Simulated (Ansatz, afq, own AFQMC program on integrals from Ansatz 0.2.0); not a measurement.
**Where AFQMC and coupled cluster stand for Al₂H₄, singlet**

```xyz
6

Al    0.0000    0.0000    1.3086
Al    0.0000    0.0000   -1.3086
H     0.0000    1.3533    2.1524
H     0.0000   -1.3533    2.1524
H     1.3533    0.0000   -2.1524
H    -1.3533    0.0000   -2.1524
```

Connectivity, by distances: AlH2–AlH2.

Basis 6-31G. Noble-gas cores (and the filled d shells of Ga–Kr and In–Xe) are frozen. Integrals, coupled cluster, full CI and functionals: Ansatz 0.2.0; the random walks run on the same integrals in our own AFQMC program. ph-AFQMC/CISD is guided by a CISD state made of CCSD amplitudes; releasing the constraint for a short imaginary time cuts its bias at the price of noise, slowly where states lie close. Uncertainties: one standard error, sampling alone.

Determinant: RHF, the one that the program's search chose, which needn't be the lowest solution. The geometry is a point of a scan.

No full CI on the walks' own integrals is used here; CCSDT(Q) serves as the reference and is uncertain by about the last step of the cluster series.

Cautions: the ph-AFQMC/CISD walk drifts between its halves (2.7 errors).

The T1 diagnostic is 0.0126, the weight of the determinant in the CISD state is 0.914 and the size of the correlated space is 10 electrons in 24 orbitals.

Reference: CCSDT(Q), correlation energy -2.821 eV. The released energy is read at 2.40 1/Eh (meV from the phaseless value at times in 1/Eh: -1 ± 3 at 0.24, -3 ± 3 at 0.51, -10 ± 3 at 0.99, -12 ± 3 at 1.62, -12 ± 4 at 2.40).

```
         level  E − E(reference) (kJ/mol)  share of correlation (%)
            HF                      272.2                      0.00
           MP2                       82.2                     69.79
          CCSD                        6.0                     97.81
       CCSD(T)                        1.9                     99.30
         CCSDT                        0.2                     99.94
 ph-AFQMC/CISD                  1.0 ± 0.3                     99.63
released AFQMC                 -0.1 ± 0.4                    100.04
```

A walk keeps the symmetry of its determinant, which the program's search chose and which needn't be the lowest solution, so a lower state of the same spin and another symmetry isn't excluded. Released energies are given only where the last usable release times agree within the noise; a slower fall can still hide under it.
